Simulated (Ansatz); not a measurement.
```yaml
crystal:
  periodic: [false, false, false]
  atoms:
    - {symbol: O, position_ang: [-0.997887, -1.709016, -1.307966]}
    - {symbol: C, position_ang: [-0.443818, -0.662091, -0.664122]}
    - {symbol: C, position_ang: [0.082513, -0.581026, 0.590597]}
    - {symbol: C, position_ang: [0.565545, 0.724116, 0.875616]}
    - {symbol: C, position_ang: [0.397706, 1.592963, -0.154500]}
    - {symbol: S, position_ang: [-0.355647, 0.836907, -1.499670]}
    - {symbol: H, position_ang: [-0.980621, -2.473676, -0.724876]}
    - {symbol: H, position_ang: [0.123275, -1.415430, 1.279448]}
    - {symbol: H, position_ang: [1.021467, 1.001192, 1.816936]}
    - {symbol: H, position_ang: [0.670467, 2.634962, -0.208562]}
basis:
  gaussian: {orbitals: "6-31++G**"}
hamiltonian: {xc: {name: rPW86-PBE}}
```

```sh
$ ansatz run in.yaml --threads 4 --pin off --events-out ev --progress --plain --max-ram 10444MiB
```

Shortened log:

```
Functional definition: rPW86-PBE
1405 factors; their error is unknown
mean field evaluation 1: about -17092.0251 eV, gradient 1.0e2 eV
mean field evaluation 2: about -16877.5743 eV, gradient 2.6e2 eV
mean field evaluation 4: about -17111.9664 eV, gradient 5.0e1 eV
mean field evaluation 8: about -17117.6569 eV, gradient 7.7e-1 eV
mean field evaluation 16: about -17117.5685 eV, gradient 1.5e-3 eV
mean field -17117.56848601 eV, -629.0590391561 hartree, gradient 3.9e-5 eV, S^2 0.000000; 0 other end points of the search recorded, 0 dependent functions left out
reference -17117.56865068 eV, -629.0590452078 hartree; 26, 26 occupied and 116, 116 virtual orbitals, 1405 factors
Total energy: -17117.56865068 eV, -629.0590452078 hartree
```

It took 6 s on 4 threads of an Arm Neoverse N1 on a shared host, with 0.56 GiB of host memory at the peak.
